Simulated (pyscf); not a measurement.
Single points on ωB97X-D3(BJ)/def2-SVP structures (PySCF, gas phase).

Q: For `[NH2][SiH2][NH][SiH2][NH2]` + `[Cl][SiH2][Cl]` → `[NH2][SiH2][NH][SiH2][NH][SiH]([Cl])[Cl]` + `[H][H]`, a four-centre exchange (singlet surface; H–N, H–Si broken, N–Si, H–H formed), PBE/def2-TZVP gives ΔE‡ = 34.7 kcal/mol and ΔE = -11.3 kcal/mol (zero: the separated reactants). In which direction and how far do B3LYP-D3(BJ)/def2-TZVP, M06-2X/def2-TZVP, ωB97M-D3(BJ)/def2-TZVP move these?

A: B3LYP-D3(BJ): ΔE‡ = 36.2 kcal/mol, ΔE = -16.9 kcal/mol; M06-2X: ΔE‡ = 38.0 kcal/mol, ΔE = -17.7 kcal/mol; ωB97M-D3(BJ): ΔE‡ = 37.6 kcal/mol, ΔE = -15.6 kcal/mol. PBE's barrier lies under all of them, by 1.5 to 3.3 kcal/mol. Its reaction energy lies over all of them, by 4.3 to 6.5 kcal/mol. On the reactant side the descent ends in an adduct with a N–Si contact (not fully relaxed), 5.5 kcal/mol under the separated species and 41.4 kcal/mol under the saddle at ωB97X-D3(BJ)/def2-TZVP. What is counted as formed (N–Si) is already present as a longer contact in the reactant adduct; forming that adduct is a step of its own. At the saddle there is also a short H–Si contact that neither side keeps. One saddle was located; it need not be the lowest between these sides.
